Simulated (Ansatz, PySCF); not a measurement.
Potential energy curve for SMILES O=C=S. The C2–S3 bond (C2 also carries O; S3 carries nothing else) is varied alone, starting from the PBE0/def2-TZVP optimised geometry.

Computed with: RKS-PBE = restricted PBE/cc-pVDZ in Ansatz (a first-principles code); UKS-PBE = unrestricted PBE/cc-pVDZ run with Ansatz; UKS-M06-2X = unrestricted M06-2X/cc-pVDZ (PySCF); UCCSD(T) = CCSD(T) on UHF/cc-pVDZ, 7 core orbitals frozen (PySCF 2.14.0).

Energies relative to the lowest point of each curve near equilibrium, in eV; the last columns give the difference from UCCSD(T):

```json
[
 {"R / Å": "1.17", "RKS-PBE": "9.292", "UKS-PBE": "9.292", "UKS-M06-2X": "9.076", "UCCSD(T)": "9.612", "RKS-PBE − UCCSD(T)": "-0.320", "UKS-PBE − UCCSD(T)": "-0.320", "UKS-M06-2X − UCCSD(T)": "-0.536"},
 {"R / Å": "1.25", "RKS-PBE": "5.097", "UKS-PBE": "5.097", "UKS-M06-2X": "4.917", "UCCSD(T)": "5.304", "RKS-PBE − UCCSD(T)": "-0.207", "UKS-PBE − UCCSD(T)": "-0.207", "UKS-M06-2X − UCCSD(T)": "-0.387"},
 {"R / Å": "1.32", "RKS-PBE": "2.755", "UKS-PBE": "2.755", "UKS-M06-2X": "2.612", "UCCSD(T)": "2.891", "RKS-PBE − UCCSD(T)": "-0.135", "UKS-PBE − UCCSD(T)": "-0.135", "UKS-M06-2X − UCCSD(T)": "-0.278"},
 {"R / Å": "1.41", "RKS-PBE": "1.002", "UKS-PBE": "1.002", "UKS-M06-2X": "0.909", "UCCSD(T)": "1.073", "RKS-PBE − UCCSD(T)": "-0.070", "UKS-PBE − UCCSD(T)": "-0.070", "UKS-M06-2X − UCCSD(T)": "-0.163"},
 {"R / Å": "1.47", "RKS-PBE": "0.386", "UKS-PBE": "0.386", "UKS-M06-2X": "0.326", "UCCSD(T)": "0.426", "RKS-PBE − UCCSD(T)": "-0.040", "UKS-PBE − UCCSD(T)": "-0.040", "UKS-M06-2X − UCCSD(T)": "-0.100"},
 {"R / Å": "1.51", "RKS-PBE": "0.153", "UKS-PBE": "0.153", "UKS-M06-2X": "0.114", "UCCSD(T)": "0.177", "RKS-PBE − UCCSD(T)": "-0.025", "UKS-PBE − UCCSD(T)": "-0.025", "UKS-M06-2X − UCCSD(T)": "-0.063"},
 {"R / Å": "1.56", "RKS-PBE": "0.016", "UKS-PBE": "0.016", "UKS-M06-2X": "0.002", "UCCSD(T)": "0.024", "RKS-PBE − UCCSD(T)": "-0.008", "UKS-PBE − UCCSD(T)": "-0.008", "UKS-M06-2X − UCCSD(T)": "-0.022"},
 {"R / Å": "1.59", "RKS-PBE": "0.000", "UKS-PBE": "0.000", "UKS-M06-2X": "0.000", "UCCSD(T)": "0.000", "RKS-PBE − UCCSD(T)": "0.000", "UKS-PBE − UCCSD(T)": "0.000", "UKS-M06-2X − UCCSD(T)": "0.000"},
 {"R / Å": "1.66", "RKS-PBE": "0.109", "UKS-PBE": "0.109", "UKS-M06-2X": "0.135", "UCCSD(T)": "0.091", "RKS-PBE − UCCSD(T)": "0.017", "UKS-PBE − UCCSD(T)": "0.017", "UKS-M06-2X − UCCSD(T)": "0.044"},
 {"R / Å": "1.73", "RKS-PBE": "0.362", "UKS-PBE": "0.362", "UKS-M06-2X": "0.407", "UCCSD(T)": "0.328", "RKS-PBE − UCCSD(T)": "0.034", "UKS-PBE − UCCSD(T)": "0.034", "UKS-M06-2X − UCCSD(T)": "0.078"},
 {"R / Å": "1.82", "RKS-PBE": "0.813", "UKS-PBE": "0.813", "UKS-M06-2X": "0.865", "UCCSD(T)": "0.754", "RKS-PBE − UCCSD(T)": "0.059", "UKS-PBE − UCCSD(T)": "0.059", "UKS-M06-2X − UCCSD(T)": "0.111"},
 {"R / Å": "1.92", "RKS-PBE": "1.388", "UKS-PBE": "1.388", "UKS-M06-2X": "1.428", "UCCSD(T)": "1.291", "RKS-PBE − UCCSD(T)": "0.097", "UKS-PBE − UCCSD(T)": "0.097", "UKS-M06-2X − UCCSD(T)": "0.137"},
 {"R / Å": "2.11", "RKS-PBE": "2.479", "UKS-PBE": "2.479", "UKS-M06-2X": "2.447", "UCCSD(T)": "2.262", "RKS-PBE − UCCSD(T)": "0.218", "UKS-PBE − UCCSD(T)": "0.218", "UKS-M06-2X − UCCSD(T)": "0.185"},
 {"R / Å": "2.34", "RKS-PBE": "3.564", "UKS-PBE": "3.524", "UKS-M06-2X": "3.378", "UCCSD(T)": "—", "RKS-PBE − UCCSD(T)": "—", "UKS-PBE − UCCSD(T)": "—", "UKS-M06-2X − UCCSD(T)": "—"},
 {"R / Å": "2.57", "RKS-PBE": "4.320", "UKS-PBE": "3.931", "UKS-M06-2X": "3.623", "UCCSD(T)": "—", "RKS-PBE − UCCSD(T)": "—", "UKS-PBE − UCCSD(T)": "—", "UKS-M06-2X − UCCSD(T)": "—"},
 {"R / Å": "2.80", "RKS-PBE": "4.806", "UKS-PBE": "4.064", "UKS-M06-2X": "3.640", "UCCSD(T)": "—", "RKS-PBE − UCCSD(T)": "—", "UKS-PBE − UCCSD(T)": "—", "UKS-M06-2X − UCCSD(T)": "—"},
 {"R / Å": "3.10", "RKS-PBE": "5.177", "UKS-PBE": "4.136", "UKS-M06-2X": "3.637", "UCCSD(T)": "—", "RKS-PBE − UCCSD(T)": "—", "UKS-PBE − UCCSD(T)": "—", "UKS-M06-2X − UCCSD(T)": "—"},
 {"R / Å": "3.39", "RKS-PBE": "5.375", "UKS-PBE": "4.176", "UKS-M06-2X": "3.642", "UCCSD(T)": "—", "RKS-PBE − UCCSD(T)": "—", "UKS-PBE − UCCSD(T)": "—", "UKS-M06-2X − UCCSD(T)": "—"},
 {"R / Å": "3.81", "RKS-PBE": "5.520", "UKS-PBE": "4.211", "UKS-M06-2X": "3.659", "UCCSD(T)": "—", "RKS-PBE − UCCSD(T)": "—", "UKS-PBE − UCCSD(T)": "—", "UKS-M06-2X − UCCSD(T)": "—"},
 {"R / Å": "4.22", "RKS-PBE": "5.582", "UKS-PBE": "4.229", "UKS-M06-2X": "3.679", "UCCSD(T)": "—", "RKS-PBE − UCCSD(T)": "—", "UKS-PBE − UCCSD(T)": "—", "UKS-M06-2X − UCCSD(T)": "—"},
 {"R / Å": "4.71", "RKS-PBE": "5.613", "UKS-PBE": "4.241", "UKS-M06-2X": "3.692", "UCCSD(T)": "—", "RKS-PBE − UCCSD(T)": "—", "UKS-PBE − UCCSD(T)": "—", "UKS-M06-2X − UCCSD(T)": "—"},
 {"R / Å": "5.40", "RKS-PBE": "5.627", "UKS-PBE": "4.247", "UKS-M06-2X": "3.699", "UCCSD(T)": "—", "RKS-PBE − UCCSD(T)": "—", "UKS-PBE − UCCSD(T)": "—", "UKS-M06-2X − UCCSD(T)": "—"}
]
```

RKS-PBE is furthest from UCCSD(T) at 1.17 (-0.320 eV, below); its mean absolute difference over the points is 0.095 eV.

UKS-PBE is furthest from UCCSD(T) at 1.17 (-0.320 eV, below); its mean absolute difference over the points is 0.095 eV.

UKS-M06-2X is furthest from UCCSD(T) at 1.17 (-0.536 eV, below); its mean absolute difference over the points is 0.162 eV.

A dash means that the run gave no value there, or that the column was ended at a point which the program doubted or which failed a test of continuity chosen for this set; such a test can also cut sound points.

The restricted form behind RKS-PBE keeps the bonding electrons paired and can't separate into open-shell fragments. The unrestricted solution behind UKS-PBE changes between 2.34 and 2.57 Å, which can leave a kink. The unrestricted determinant behind UKS-PBE, UKS-M06-2X is spin-contaminated at 2.34 to 5.40 Å (<S²> up to 1.0, against 0.00 for a pure singlet). The unrestricted determinant behind UCCSD(T) is spin-contaminated at 2.11 to 5.40 Å (<S²> up to 1.0, against 0.00 for a pure singlet).
